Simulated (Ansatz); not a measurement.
The input, for Ansatz 0.2.0:

```yaml
crystal:
  periodic: [false, false, false]
  atoms:
    - {symbol: Si, position_ang: [0.000000, 0.000000, -2.314634]}
    - {symbol: C, position_ang: [0.000000, 0.000000, -0.632183]}
    - {symbol: H, position_ang: [0.000000, 0.000000, 2.946817]}
basis:
  gaussian: {orbitals: cc-pVDZ}
magnetization: {spin_polarized: true, initial_magnetization: 1}
hamiltonian: {xc: {name: wB97X-V}}
```

```sh
$ ansatz run in.yaml --threads 1 --pin off --events-out ev --progress --plain --max-ram 2393MiB
```

Log:

```
      + integral(e_c_pw_opposite_spin*poly(b97_u_opposite, cos0, cos1)) + vv10(b, c)
361 factors; integrals over basis functions are off by at most 9.6e-4 eV
122 factors; integrals over basis functions are off by at most 7.9e-5 eV
mean field evaluation 1: about -8908.3780 eV, gradient 3.1e1 eV
mean field evaluation 2: about -8892.0664 eV, gradient 4.8e1 eV
mean field evaluation 4: about -8918.1434 eV, gradient 4.0e0 eV
mean field evaluation 8: about -8918.5597 eV, gradient 4.3e-1 eV
mean field evaluation 16: about -8918.5663 eV, gradient 1.3e-2 eV
mean field evaluation 32: about -8918.5664 eV, gradient 1.3e-3 eV
mean field evaluation 64: about -8919.6027 eV, gradient 2.2e-2 eV
mean field evaluation 96: about -8919.6028 eV, gradient 6.0e-3 eV
mean field evaluation 128: about -8919.5942 eV, gradient 5.0e-2 eV
mean field evaluation 160: about -8918.5244 eV, gradient 2.7e-1 eV
mean field evaluation 192: about -8918.5461 eV, gradient 1.8e-1 eV
mean field evaluation 224: about -8919.6019 eV, gradient 2.4e-2 eV
mean field evaluation 256: about -8919.6000 eV, gradient 7.5e-2 eV
mean field evaluation 288: about -8919.9346 eV, gradient 1.0e-3 eV
mean field evaluation 320: about -8919.4350 eV, gradient 3.4e0 eV
mean field evaluation 352: about -8919.6027 eV, gradient 1.1e-2 eV
mean field -8919.93463837 eV, -327.8015518112 hartree, gradient 3.7e-6 eV, S^2 1.791138; 14 other end points of the search recorded, 0 dependent functions left out
reference -8919.93464067 eV, -327.8015518958 hartree; 11, 10 occupied and 26, 27 virtual orbitals, 361 factors
Total energy: -8919.93464067 eV, -327.8015518958 hartree
```

Ran on 1 thread of Arm Neoverse V1, shared host: 1.8 min wall, 0.17 GiB peak host memory.
